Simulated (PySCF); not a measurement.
# Dipole moment and polarisability of `FC1C=C1`

Compound: C3H3F.
Geometry (GFN2-xTB, Å), atoms numbered from 1 in this order:
```
atom  x, y, z in Å
F1    -1.4396   -0.1366    1.0983
C2    -0.6891   -0.1363   -0.0656
C3     0.7352   -0.5280    0.0174
C4     0.4956    0.7471   -0.1377
H5    -1.3480   -0.3612   -0.8959
H6     1.4143   -1.3308    0.1642
H7     0.8349    1.7507   -0.2079
```

Level: CAM-B3LYP/def2-SVPD (PySCF), static field, nuclei fixed, core orbitals frozen in the response. The polarisability tensor in these axes (au):

```
x   36.40  0.03 -0.97
y    0.03 35.47 -1.14
z   -0.97 -1.14 27.76
```

Give the principal values, the mean and the anisotropy Δα = √{½[(α1 − α2)² + (α2 − α3)² + (α1 − α3)²]}.

Principal values 27.49, 35.60 and 36.53 au; mean 33.21 au = 4.92 Å³ = 5.48 × 10⁻⁴⁰ C²·m²/J; Δα = 8.61 au (26 % of the mean).

What is the dipole moment, and where does it point?

(1.80, 0.15, -1.54) D, 2.38 D in size, pointing from the negative to the positive side. Measured along this direction, the outermost atoms are F1 at the negative end and H6 and H7 at the positive end.

Find the Langevin capture rate constant for NO+ (29.998 u) meeting this molecule (58.022 u), k = 2.342 × 10⁻⁹ cm³/s × √(α in Å³ / reduced mass in u).

The reduced mass is 19.77 u, so k = 1.17 × 10⁻⁹ cm³/s. The formula leaves out the permanent dipole, which adds to the capture rate.

Traceless (Buckingham) quadrupole moment about the centre of nuclear charge: eigenvalues?

-4.79, 1.13, 3.66 D·Å. The values depend on the origin, since the dipole doesn't vanish. The electronic extent ⟨r²⟩ about the same centre is 223 bohr², a root-mean-square distance of 1.44 Å for the 30 electrons.

Rayleigh depolarisation ratio (linearly polarised light, static tensor)?

ρ = 3Δα²/(45ᾱ² + 4Δα²) = 222.4/(49623 + 296.5) ≈ 0.00445.

Geometry: GFN2-xTB; no solvent, vibrations or thermal averaging.
